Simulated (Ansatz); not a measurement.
```json
{"atom": "P", "x (Å)": "0.0000", "y (Å)": "0.0000", "z (Å)": "-0.9654"}
{"atom": "P", "x (Å)": "0.0000", "y (Å)": "0.0000", "z (Å)": "0.9654"}
```

Basis set: cc-pV(T+d)Z (spherical functions). Left uncorrelated: 10 orbitals. Charge 0, multiplicity 1.

Computed with Ansatz (development build ahead of 0.2.0); the reference of a correlated method needn't be the lowest determinant of its kind. Restricted open shells among the atoms or ions are ROHF, correlated in semicanonical orbitals with singles.

The atomization energy at this shape (free ground-state atoms in the same class of orbitals less the molecule, no zero-point energy) of singlet P2:

```csv
method,atomization energy
UHF-CCSD(T),4.48 eV
```

(1) What does RHF-CCSD(T) give?

Results:

(1) 4.56 eV. Caution for RHF-CCSD(T): an unrestricted determinant lies well below. Caution for UHF-CCSD(T): another reference gives a lower total; the unrestricted determinant is spin contaminated.
